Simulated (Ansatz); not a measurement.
**SiH3O− (SMILES [O-][SiH3]) at 6 levels**

Aim: a comparison of 6 runs (UHF/STO-3G, BLYP/STO-3G, PBE/STO-3G, wB97M-V/STO-3G, RPA@PBE/STO-3G, UMP2/STO-3G) of SiH3O−. 

The calculation is run with Ansatz 0.2.0.

5 further runs of the same task are left out: 5 that didn't finish.

## 1. Starting point

SiH3O− has 5 atoms, charge -1, and is taken as a singlet. As SMILES, `[O-][SiH3]`. The H4–Si2 distance was set to 2.274 Å, away from the relaxed value. At this shape a bond of the SMILES string is far longer than usual.

Bond lengths: O1–Si2 1.535 Å, Si2–H3 1.516 Å, Si2–H5 1.516 Å. Angles: O1–Si2–H3 116.1°, O1–Si2–H5 116.1°, H3–Si2–H5 102.1°. A long bond or contact: Si2–H4 2.274 Å.

## 2. The energy at UHF/STO-3G (run 1)

Contents of job.yaml:

```yaml
crystal:
  periodic: [false, false, false]
  atoms:
    - {symbol: O, position_ang: [-1.834419, 0.866471, 0.439301]}
    - {symbol: Si, position_ang: [-0.472949, 0.610681, -0.220999]}
    - {symbol: H, position_ang: [-0.494689, 0.347661, -1.713399]}
    - {symbol: H, position_ang: [0.697830, -1.174610, 0.561420]}
    - {symbol: H, position_ang: [0.543231, 1.730121, -0.109519]}
basis:
  gaussian:
    orbitals: STO-3G
total_charge: -1
accuracy: high
magnetization:
  spin_polarized: true
hamiltonian:
  xc: hf
```

Command:

```bash
$ ansatz run job.yaml --threads 1 --pin off --max-ram 2610MiB --events-out events.jsonl --progress --plain --runs-dir runs
```

What it wrote:

```text
Warning: RAYON_NUM_THREADS=1 ignored (pool sized by the plan → 1); use --threads N
Functional definition: HF
  name "HF"
  exchange = exact_x
  correlation = 0
290 factors; integrals over basis functions are off by at most 2.9e-8 eV
mean field evaluation 1: about -9816.0573 eV, gradient 1.5e1 eV
mean field evaluation 2: about -9816.0886 eV, gradient 1.5e1 eV
mean field evaluation 4: about -9818.3338 eV, gradient 1.6e0 eV
mean field evaluation 8: about -9818.3560 eV, gradient 2.4e-2 eV
mean field evaluation 16: about -9818.5122 eV, gradient 1.1e0 eV
mean field evaluation 32: about -9818.7297 eV, gradient 1.3e-1 eV
mean field -9818.78656003 eV, -360.8337506686 hartree, gradient 1.8e-8 eV, S^2 0.640373; 2 other end points of the search recorded, 0 dependent functions left out
reference -9818.78656003 eV, -360.8337506686 hartree; 13, 13 occupied and 4, 4 virtual orbitals, 290 factors
Total energy: -9818.78656003 eV, -360.8337506686 hartree
```

Run time: 0.18 s. Hardware: 1 thread of Arm Neoverse V1, shared host.

## 3. The energy at BLYP/STO-3G (run 2)

Contents of in.yaml:

```yaml
crystal:
  periodic: [false, false, false]
  atoms:
    - {symbol: O, position_ang: [-1.834419, 0.866471, 0.439301]}
    - {symbol: Si, position_ang: [-0.472949, 0.610681, -0.220999]}
    - {symbol: H, position_ang: [-0.494689, 0.347661, -1.713399]}
    - {symbol: H, position_ang: [0.697830, -1.174610, 0.561420]}
    - {symbol: H, position_ang: [0.543231, 1.730121, -0.109519]}
basis:
  gaussian:
    orbitals: STO-3G
total_charge: -1
hamiltonian:
  xc: {name: BLYP}
accuracy: high
```

Command:

```bash
$ ansatz run in.yaml --threads 1 --pin off --max-ram 2610MiB --events-out events.jsonl --progress --plain --runs-dir runs
```

What it wrote:

```text
Warning: RAYON_NUM_THREADS=1 ignored (pool sized by the plan → 1); use --threads N
Functional definition: BLYP
  name "BLYP"
  parameter beta = 0.0042
  parameter a = 0.04918
  parameter b = 0.132
  parameter c = 0.2533
  parameter d = 0.349
  exchange = b88_x(beta = beta)
  correlation = lyp_c(a = a, b = b, c = c, d = d)
290 factors; integrals over basis functions are off by at most 2.9e-8 eV
mean field evaluation 1: about -9839.8709 eV, gradient 2.6e1 eV
mean field evaluation 2: about -9824.1945 eV, gradient 4.7e1 eV
mean field evaluation 4: about -9844.3619 eV, gradient 4.5e0 eV
mean field evaluation 8: about -9844.4917 eV, gradient 4.1e-2 eV
mean field evaluation 16: about -9844.4447 eV, gradient 1.5e-6 eV
mean field -9844.44474104 eV, -361.7766714289 hartree, gradient 4.0e-8 eV, S^2 0.000000; 0 other end points of the search recorded, 0 dependent functions left out
reference -9844.44477529 eV, -361.7766726875 hartree; 13, 13 occupied and 4, 4 virtual orbitals, 290 factors
Total energy: -9844.44477529 eV, -361.7766726875 hartree
```

It took 0.93 s on 1 thread of Arm Neoverse V1, shared host.

Runs 3 to 5 aren't shown in full; the table further down has their settings and results.

## 4. The energy at UMP2/STO-3G (run 6)

in.yaml: that of step 3 with these lines changed.

```diff
@@ -9,7 +9,6 @@
 basis:
-  gaussian:
-    orbitals: STO-3G
+  gaussian: {orbitals: STO-3G}
+magnetization: {spin_polarized: true, initial_magnetization: 0}
 total_charge: -1
-hamiltonian:
-  xc: {name: BLYP}
+correlation: {method: mp2, frozen_orbitals: {H: 0, O: 1, Si: 5}}
 accuracy: high
```

Command:

```bash
$ ansatz run in.yaml --threads 1 --pin off --max-ram 2610MiB --events-out events.jsonl --progress --plain --runs-dir runs
```

What it wrote:

```text
Warning: RAYON_NUM_THREADS=1 ignored (pool sized by the plan → 1); use --threads N
[... 4 set-up lines as earlier in the session ...]
290 factors; integrals over basis functions are off by at most 2.9e-8 eV
mean field evaluation 1: about -9816.0573 eV, gradient 1.5e1 eV
mean field evaluation 2: about -9816.0886 eV, gradient 1.5e1 eV
mean field evaluation 4: about -9818.3338 eV, gradient 1.6e0 eV
mean field evaluation 8: about -9818.3560 eV, gradient 2.4e-2 eV
mean field evaluation 16: about -9818.5122 eV, gradient 1.1e0 eV
mean field evaluation 32: about -9818.7297 eV, gradient 1.3e-1 eV
mean field -9818.78656003 eV, -360.8337506686 hartree, gradient 1.8e-8 eV, S^2 0.640373; 3 other end points of the search recorded, 0 dependent functions left out
6 core orbitals not correlated: weight in the atoms' cores, before any rotation towards them, 1.000 or more for the frozen orbitals, at most 0.000 for the correlated occupied ones
reference -9818.78656003 eV, -360.8337506686 hartree; 7, 7 occupied and 4, 4 virtual orbitals, 290 factors
second order -2.00744539 eV of doubles, -0.00000000 eV of singles
Total energy: -9820.79400542 eV, -360.9075229260 hartree
```

It took 0.18 s on 1 thread of Arm Neoverse V1, shared host.

## 5. Overview of the runs

```tsv
run	level	frozen core orbitals	energy (Eh)	wall time
1	UHF/STO-3G	–	-360.833751	0.18 s
2	BLYP/STO-3G	–	-361.776673	0.93 s
3	PBE/STO-3G	–	-361.590260	0.93 s
4	wB97M-V/STO-3G	–	-361.822631	15 s
5	RPA@PBE/STO-3G	6	-361.031350	1.4 s
6	UMP2/STO-3G	6	-360.907523	0.18 s
```

## 6. Results

| quantity | value |
| --- | --- |
| run 6: total energy | -360.90752 Eh |
| run 6: correlation energy (6 core orbitals frozen) | -73.8 mEh |
| run 6: ⟨S²⟩ of the reference determinant | 0.640 |

What this shows: Totals of different functionals can't be ranked against each other. In runs 1, 2, 3, 4, 5, 6 the basis is minimal, so the values are rough. Spin contamination of the reference: run 1 ⟨S²⟩ = 0.64, run 6 ⟨S²⟩ = 0.64. Where it is this large, the reference is a mixture of spin states, and values that rest on it are in doubt. All runs together took 19 s, the longest 15 s.
